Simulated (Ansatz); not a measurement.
Process, species as SMILES: [PH2] (PH2) → 2 H atom + P atom
B3LYP-D3(BJ)/def2-TZVP geometries, fixed; electronic energies without zero-point terms.

The atomisation energy at CCSD(T) with Ansatz (an electronic-structure program), in kcal/mol, split into its Hartree-Fock and correlation parts. Cores are frozen. Open shells are unrestricted. No added dispersion term, no relativity. Functions are those of the species that has most.

```
basis        X  functions  Hartree-Fock  CCSD(T)
-----------  -  ---------  ------------  -------
cc-pV(D+d)Z  2         33        105.56   139.05
cc-pV(T+d)Z  3         67        108.43   148.94
cc-pV(Q+d)Z  4        124        108.92   152.33
```

Worked estimate of the basis-set limit from each neighbouring pair, with Hartree-Fock from the larger set and the correlation part extrapolated as X^-3.
Correlation parts: X = 2: 33.49, X = 3: 40.51, X = 4: 43.41.
- (2,3): (27·(40.51) - 8·(33.49))/19 = 43.47; with Hartree-Fock 108.43 the estimate is 151.90 kcal/mol.
- (3,4): (64·(43.41) - 27·(40.51))/37 = 45.53; with Hartree-Fock 108.92 the estimate is 154.45 kcal/mol.
The last two estimates differ by 2.55 kcal/mol; the largest set lies 2.12 from the last. Over the last step Hartree-Fock moves by 0.49 and the correlation part by 2.90.
